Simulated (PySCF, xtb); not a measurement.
Bonds broken one at a time in the series Sn Cl-H. All species are isolated molecules in the gas phase. Strings in code marks are SMILES.

Quantity: homolytic bond dissociation enthalpy at 298 K (no spin–orbit term), in eV. Thermal and zero-point terms are GFN2-xTB rigid-rotor harmonic values (xtb).

Level 1: B3LYP/6-311+G** (LANL2DZ on Sn) // B3LYP-D3(BJ)/def2-TZVP (PySCF)
Level 2: B3LYP/LANL2DZ // B3LYP-D3(BJ)/def2-TZVP (PySCF)
Level 3: BP86/6-31G* (LANL2DZ on Sn) // B3LYP-D3(BJ)/def2-TZVP (PySCF)
Level 4: PBE/6-31G* (LANL2DZ on Sn) // B3LYP-D3(BJ)/def2-TZVP (PySCF)

```csv
species,level 2,level 3,level 4
"Cl–Sn bond of `[Cl][Sn]([Cl])([Cl])[Cl]`, giving `[Cl]` and `[Cl][Sn]([Cl])[Cl]`",2.66,3.27,3.32
"Cl–Sn bond of `[Cl][SnH2][Cl]`, giving `[Cl]` and `[Cl][SnH2]`",3.21,3.63,3.66
"Cl–Sn bond of `[Cl][SnH3]`, giving `[Cl]` and `[SnH3]`",3.37,3.73,3.74
```

Task: What does level 1 give for each?

Result: 
- Cl–Sn bond of `[Cl][Sn]([Cl])([Cl])[Cl]`, giving `[Cl]` and `[Cl][Sn]([Cl])[Cl]`: 3.09
- Cl–Sn bond of `[Cl][SnH2][Cl]`, giving `[Cl]` and `[Cl][SnH2]`: 3.50
- Cl–Sn bond of `[Cl][SnH3]`, giving `[Cl]` and `[SnH3]`: 3.66
